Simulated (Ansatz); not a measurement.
Input for Ansatz (development build ahead of 0.2.0):

```yaml
crystal:
  periodic: [false, false, false]
  atoms:
    - { symbol: C, position_ang: [-0.06377, -0.10628, 0.52255] }
    - { symbol: O, position_ang: [0.06004, 0.12945, -0.6255] }
    - { symbol: H, position_ang: [0.12152, 0.65081, 1.30146] }
    - { symbol: H, position_ang: [-0.3745, -1.09799, 0.88955] }
basis:
  gaussian: { orbitals: def2-SVP }
total_charge: 1
magnetization:
  spin_polarized: true
  initial_magnetization: 1
hamiltonian:
  xc: pbe0
output:
  forces: true
```

The input is written out in the form of the current development build from the run's settings.

The run gave:

```yaml
Converged: yes
Total_energy: -113.88982 hartree
Spin_squared_of_the_determinant: 0.759
Stability_test: minimum
```

Forces (eV/Å):
```csv
atom,Fx,Fy,Fz
C1,-0.010,-0.005,0.009
O2,0.069,0.125,-0.621
H3,0.218,0.813,0.515
H4,-0.277,-0.933,0.098
```
